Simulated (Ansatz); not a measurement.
**B–SiH–Cl, doublet in cc-pVDZ: errors against RCCSDT(Q)**

Geometry: displaced at random from a stationary point.

```tsv
atom	x (Å)	y (Å)	z (Å)
B	0.1030	-0.7655	2.2918
Si	-0.0618	0.4440	0.6962
Cl	0.0148	-0.1707	-1.2720
H	0.0979	1.8447	0.7604
```

Basis cc-pVDZ; Ansatz 0.2.0. Correlated methods freeze the noble-gas cores, which leaves 15 electrons in 44 orbitals. R marks a restricted (for open shells ROHF) determinant, U an unrestricted one. Active spaces: frontier = (9e, 9o) about the gap.

Full CI isn't at hand for all of this; RCCSDT(Q) serves as the reference, and is uncertain by the last step of the cluster series or more. The frozen core follows each run's orbitals, which can shift R against U totals by a few meV.

Unrestricted rows (U) aren't spin-pure: their determinants' ⟨S²⟩ exceeds S(S+1) by up to 0.67, so they mix in states of higher spin. For open shells CISD is restricted-active-space CI with the open shells as a complete middle space.

```
UHF ⟨S²⟩                          : 1.419
T1 diagnostic (RCCSD)             : 0.0492
largest doubles amplitude (RCCSD) : 0.101
T1 diagnostic (UCCSD)             : 0.0825
```

```tsv
level	E − E(RCCSDT(Q)) (meV)	share of correlation (%)	wall time
RHF	9075	0.00	–
UHF	8608	5.15	–
RMP2	1689	81.39	–
UMP2	1739	80.84	–
CISD	1420	84.35	16 s
RCCSD	353	96.11	–
UCCSD	376	95.86	–
RCCSD(T)	77	99.15	28 s
UCCSD(T)	108	98.81	47 s
BCCD(T)	76	99.17	30 s
RCCSDT	23	99.74	–
UCCSDT	28	99.69	–
UCCSDT(Q)	0	100.00	10 min
```

The correlation energy at RCCSDT(Q), counted from RHF, is -9.075 eV. That run took 5.1 min on 1 thread of Intel Xeon Platinum 8259CL, shared host.

Run but not shown, since their state, orbitals or frozen core can't be matched to the reference's or they repeat it: CASSCF (frontier space), NEVPT2 (frontier space), MRCISD (frontier space), MRCISD+Q (frontier space).

Times hold each run's SCF and search for its determinant on a shared host, so for small cases they say little of a method's own cost; they ran on 1 thread of Intel Xeon Platinum 8259CL.
